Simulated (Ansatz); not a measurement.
This geometry of C₂H₆O₂ (10 atoms, charge 0, multiplicity 1) is a first-order saddle point.

Theory: Ansatz 0.2.0, RKS r2SCAN-D4/def2-SVP.

```xyz
10
Properties=species:S:1:pos:R:3
C -0.239 1.226 -0.665
O -0.561 0.264 0.312
C 0.391 -0.764 0.451
O -0.063 -1.679 1.375
H -1.007 1.244 -1.459
H -0.191 2.230 -0.210
H 0.737 1.026 -1.145
H 1.353 -0.371 0.838
H 0.581 -1.224 -0.550
H -0.917 -2.004 1.056
```

**Question.** Which two structures does it join? (They come from a converged band through this point; their orientation in space is the band's.)

**Answer.** No bond is made or broken. The dihedral H7–C1–O2–C3 goes from -63 to 59°. The two ends are copies of one structure, up to a mirror image or an exchange of like atoms.

Image 0:

```xyz
10
Properties=species:S:1:pos:R:3
C -0.074 1.297 -0.526
O -0.324 0.384 0.507
C 0.275 -0.867 0.283
O -0.074 -1.733 1.296
H -0.437 0.926 -1.507
H -0.603 2.230 -0.286
H 1.007 1.523 -0.630
H 1.382 -0.785 0.295
H -0.031 -1.236 -0.729
H -1.040 -1.789 1.300
```

Image 8:

```xyz
10
Properties=species:S:1:pos:R:3
C -0.323 1.117 -0.780
O -0.673 0.151 0.173
C 0.418 -0.642 0.568
O -0.013 -1.616 1.441
H -1.234 1.673 -1.045
H 0.426 1.836 -0.390
H 0.094 0.660 -1.702
H 1.175 -0.036 1.108
H 0.905 -1.065 -0.348
H -0.692 -2.129 0.979
```

**Question.** How far does it lie above each of them?

**Answer.** 2.6 kcal/mol above the first and 2.6 kcal/mol above the second. This is the barrier of this one path; another mechanism may lie lower.

Run time: 43 s on 2 threads of Intel(R) Xeon(R) Platinum 8488C (Sapphire Rapids) (shared host), peak memory 0.16 GiB.
